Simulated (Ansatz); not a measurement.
## How far each method lies from UCCSDT(Q) for Al–CH–Cl⁺, triplet

Geometry: that of the Al–CH–Cl, doublet, kept fixed.

```xyz
4

Al    0.0000   -0.1939    1.6855
C     0.0000    0.9065    0.0376
Cl    0.0000   -0.2144   -1.2860
H     0.0000    1.9302   -0.3334
```

Basis cc-pVDZ; Ansatz 0.2.0. Correlated methods freeze the noble-gas cores, which leaves 14 electrons in 44 orbitals. Prefix R: restricted or restricted open-shell reference; prefix U: unrestricted. Active spaces: frontier = (10e, 10o) about the gap.

Full CI isn't at hand for all of this; UCCSDT(Q) serves as the reference, and is uncertain by about the last step of the cluster series. The frozen core follows each run's orbitals, which can shift R against U totals by a few meV.

For open shells CISD is restricted-active-space CI with the open shells as a complete middle space.

```
UHF ⟨S²⟩                          : 2.040
T1 diagnostic (RCCSD)             : 0.0388
largest doubles amplitude (RCCSD) : 0.040
T1 diagnostic (UCCSD)             : 0.0318
```

| level | E − E(UCCSDT(Q)) (meV) | share of correlation (%) | wall time |
| --- | --- | --- | --- |
| RHF | 8825 | 0.00 | – |
| UHF | 8599 | 2.56 | – |
| RMP2 | 1194 | 86.47 | – |
| UMP2 | 1233 | 86.03 | – |
| CISD | 1179 | 86.64 | 12 s |
| RCCSD | 355 | 95.97 | – |
| UCCSD | 344 | 96.10 | – |
| RCCSD(T) | 61 | 99.31 | 4.9 s |
| UCCSD(T) | 65 | 99.27 | 4.5 s |
| BCCD(T) | 62 | 99.29 | 5.5 s |
| RCCSDT | 28 | 99.68 | – |
| UCCSDT | 27 | 99.70 | – |
| RCCSDT(Q) | 4 | 99.95 | 85 s |
| CASSCF (frontier space) | 6320 | 28.39 | – |
| NEVPT2 (frontier space) | 1149 | 86.98 | 19 s |

The correlation energy at UCCSDT(Q), counted from RHF, is -8.825 eV. That run took 72 s on 1 thread of Arm Neoverse V1, shared host.

Times hold each run's SCF and search for its determinant on a shared host, so for small cases they say little of a method's own cost; they ran on 1 thread of Arm Neoverse V1.
